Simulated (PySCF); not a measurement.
PySCF input:

```python
from pyscf import gto, scf, dft

mol = gto.M(
    atom='''
    Si    0.13481390   -0.00182868    0.00000152
    H    -0.95884006   -1.10354087    0.01036727
    H    -0.92855461    1.12914243   -0.01038861
    ''',
    basis='def2-tzvpd',
    charge=-1,
    spin=1,
    verbose=4,
)

mf = dft.UKS(mol, xc='tpss').density_fit(auxbasis='def2-universal-jkfit')
mf.grids.level = 3
mf.conv_tol = 1e-9
mf.max_cycle = 100
mf.max_memory = 1500
mf.kernel()
if not mf.converged:
    mf = mf.newton()
    mf.kernel(mf.make_rdm1())
for _ in range(2):
    mo, _, stable, _ = mf.stability(return_status=True)
    if stable:
        break
    mf.kernel(mf.make_rdm1(mo, mf.mo_occ))
mf.analyze()
```

Question: What final total energy does it print?

Answer: -290.67960 Eh (TPSS/def2-TZVPD).
